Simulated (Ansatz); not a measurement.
Ansatz (a program for electronic structure) input (RPA@PBE/cc-pVQZ):

Ansatz 0.2 input:
```yaml
crystal:
  periodic: [false, false, false]
  atoms:
    - {symbol: C, position_ang: [-0.00606224, -0.08532816, -1.27779952]}
    - {symbol: C, position_ang: [-0.01196846, 0.00039183, -0.00961282]}
    - {symbol: H, position_ang: [0.06598111, 0.81576917, -1.88655018]}
    - {symbol: H, position_ang: [-0.09649583, -1.05817381, -1.76064226]}
    - {symbol: O, position_ang: [0.10755480, 0.07163896, 1.20502751]}
    - {symbol: H, position_ang: [-0.72173954, 0.17891092, 1.73144643]}
basis:
  gaussian:
    orbitals: cc-pVQZ
hamiltonian:
  xc: pbe
total_charge: 1
magnetization: {spin_polarized: false}
correlation: {method: rpa, electrons: outside_noble_gas}
```

End of the output:

```
integrals: 0.61 GiB planned
1510 factors; integrals over basis functions are off by at most 1.1e-3 eV
mean field: 1.34 GiB planned
mean field evaluation 1: about -4143.2824 eV, gradient 8.7e1 eV
mean field evaluation 2: about -4143.2821 eV, gradient 8.7e1 eV
mean field evaluation 4: about -4154.2745 eV, gradient 3.6e1 eV
mean field evaluation 8: about -4156.6370 eV, gradient 1.2e-1 eV
mean field evaluation 16: about -4156.6367 eV, gradient 4.8e-6 eV
mean field -4156.63668453 eV, -152.7535806870 hartree, gradient 5.0e-6 eV, S^2 0.000000; 0 other end points of the search recorded, 0 dependent functions left out
3 core orbitals not correlated
reference -4136.77503761 eV, -152.0236786254 hartree; 8, 8 occupied and 244, 244 virtual orbitals, 1510 factors
Total energy: -4161.59351452 eV, -152.9357408293 hartree
```

It need not be the lowest isomer of its formula.
